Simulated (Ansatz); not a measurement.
**Match the barriers**

Saddle point of CH₅ClSi, singlet (CH₅ClSi ([CH3][SiH2][Cl]) → SiHCl ([SiH][Cl]) + CH₄; bonds formed: C2–H3; bonds broken: Si1–C2, Si1–H3), PBE0-D4/def2-TZVP structure:

Si1  (-0.737, 1.134, -0.107)
C2  (0.398, -0.760, -0.208)
H3  (0.059, 0.426, -1.169)
H4  (-1.799, 0.333, 0.544)
Cl5  (0.410, 2.017, 1.375)
H6  (1.348, -0.779, -0.744)
H7  (-0.266, -1.551, -0.552)
H8  (0.587, -0.821, 0.862)
(Å)

Program: Ansatz 0.2.0. Basis: def2-TZVPP, with def2-QZVPP for the basis limit. Cores are frozen in the correlated methods. B3LYP uses VWN-RPA correlation. Extrapolation: Hartree–Fock as exp(−7.88 √X), correlation as X^−2.97. Four methods, as single points on the PBE0-D4 structures, gave these electronic barriers from the start structure: 67.08, 74.62, 77.18, 95.66 kcal/mol.

The methods were, in alphabetical order, B3LYP-D4, CCSD(T), HF, PBE-D4. Which gave which? (A judgement: the text doesn't fix the answer.)

By the calculation: PBE-D4 67.08; B3LYP-D4 74.62; CCSD(T) 77.18; HF 95.66 kcal/mol. For comparison, CCSD(T) at an estimated basis limit (MP2 extrapolated from triple and quadruple zeta, plus CCSD(T) − MP2 in triple zeta) gives 76.96 kcal/mol.

The T1 diagnostic stays at or below 0.013. The restricted Hartree–Fock reference is unstable towards an unrestricted one at one or more of these structures.

Losses and insertions of silylenes and their heavier kin drive the gas-phase chemistry of silicon and germanium vapour deposition.

Labels in which every atom is bracketed show which atoms are joined, not bond orders.

For scale, one of the runs: CCSD(T)/def2-TZVPP, 185 basis functions, launched by `ansatz run in.yaml --threads 2 --pin off --events-out ev --progress --plain --max-ram 4352MiB`. The run took 37 s on 2 CPU threads of an Arm Neoverse V1 (shared host), with 1.7 GiB of host memory at its peak.
